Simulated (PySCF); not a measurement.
Species: C4H5F.
SMILES with atom numbers: `[F:1][C:2]1=[CH:3][CH2:4][CH2:5]1` (hydrogens: H6 on C3; H7, H8 on C4; H9, H10 on C5)

Method used: PySCF, PBE0-D3(BJ)/def2-SVP geometry optimisation, gas phase.

Question: What internal coordinates does the optimisation give?

Answer: 
```tsv
bond	length (bohr)
F1–C2	2.491
C2=C3	2.526
C3–C4	2.865
C4–C5	2.950
C2–C5	2.824
C3–H6	2.060
C4–H7, C4–H8	2.082
C5–H9, C5–H10	2.082
```

Bonds in one row agree within 0.02 bohr and their mean is given. A selection of angles:
```tsv
angle	degrees
F1–C2–C3	133.8
F1–C2–C5	128.9
C3–C2–C5	97.3
C2–C3–C4	91.3
C2–C3–H6	135.0
C4–C3–H6	133.7
C3–C4–C5	87.5
C3–C4–H7	115.6
C5–C4–H7	114.0
H7–C4–H8	108.9
C4–C5–H9	115.3
C2–C5–C4	83.9
C2–C5–H9	116.0
H9–C5–H10	109.0
```

Dihedral angles: F1–C2–C3–C4 180° (antiperiplanar); C2–C3–C4–C5 0° (synperiplanar); C3–C4–C5–C2 0° (synperiplanar); F1–C2–C5–C4 180° (antiperiplanar).

The 4 C–C bonds span 1.337 Å (C2=C3, drawn double) to 1.561 Å (C4–C5, drawn single), a spread of 0.224 Å. The 5 heavy atoms lie in one plane (0.001 Å rms). The 4-membered ring C2–C3–C4–C5 has internal angles of 83.9° to 97.3° (sum 360°, against 360° for a flat polygon); it is planar, 0.00 Å rms from its mean plane, widest ring torsion 0°.

Point group: Cs (tolerance 0.08 Å). Stationary, but not proved a minimum.
